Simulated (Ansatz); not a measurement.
`NCC=C=O` + H₂ → `CC=C=O` + NH₃ at 600 K and 1 bar (hydrogenolysis of a C–N bond).

Computed with Ansatz on PBE0-D4/def2-TZVP structures; ΔE is electronic, products minus reactants. CCSD(T)/CBS is the MP2 limit (def2-TZVPP, def2-QZVPP) plus CCSD(T) − MP2 in def2-TZVPP, frozen cores. This one scheme is used for every species. Each species was taken in one conformer, which may not be the lowest.

| species | CCSD(T)/CBS energy (Eh) | H − E (kJ/mol) | S (J/(mol·K)) |
| --- | --- | --- | --- |
| `NCC=C=O` | -246.99148 | 260.0 | 394.9 |
| H₂ | -1.17544 | 43.9 | 150.8 |
| `CC=C=O` | -191.69565 | 202.4 | 346.2 |
| NH₃ | -56.50880 | 112.4 | 219.5 |

H − E and S are ideal-gas, rigid-rotor, harmonic terms from PBE0-D4/def2-TZVP, for one conformer and one mirror image of each species. The MP2-based limit puts H₂ 0.8 mEh under its directly extrapolated value; such offsets cancel only in part. 1 Eh = 2625.50 kJ/mol, R = 8.31446 J/(mol·K).

Task: By hand: ΔE, ΔH, ΔS and ΔG.

Result: ΔE = (-191.69565) + (-56.50880) − (-246.99148) − (-1.17544) = -0.03753 Eh = -98.5 kJ/mol. Δ(H − E) = 202.4 + 112.4 − 260.0 − 43.9 = 10.9, so ΔH = -87.6 kJ/mol. ΔS = 346.2 + 219.5 − 394.9 − 150.8 = 20.0 J/(mol·K). ΔG = -87.6 − 600 × (20.0)/1000 = -99.6 kJ/mol.

Task: By hand: the equilibrium constant, and the temperature at which ΔG would vanish if ΔH and ΔS stayed fixed.

Result: log₁₀ K = −ΔG/(RT ln 10) = 8.7. ΔH and −TΔS have one sign here, so there is no such temperature.

ΔH outweighs TΔS. A doubt of 5 kJ/mol in ΔE shifts log₁₀ K by 0.4 here. Other conformers and mirror images would add mixing entropy, several J/(mol·K) or more a flexible species. These are equilibria of isolated gas molecules and say nothing of rates. Largest T1 diagnostic: 0.015 (customary marks: 0.02 for closed shells, 0.045 for open ones).
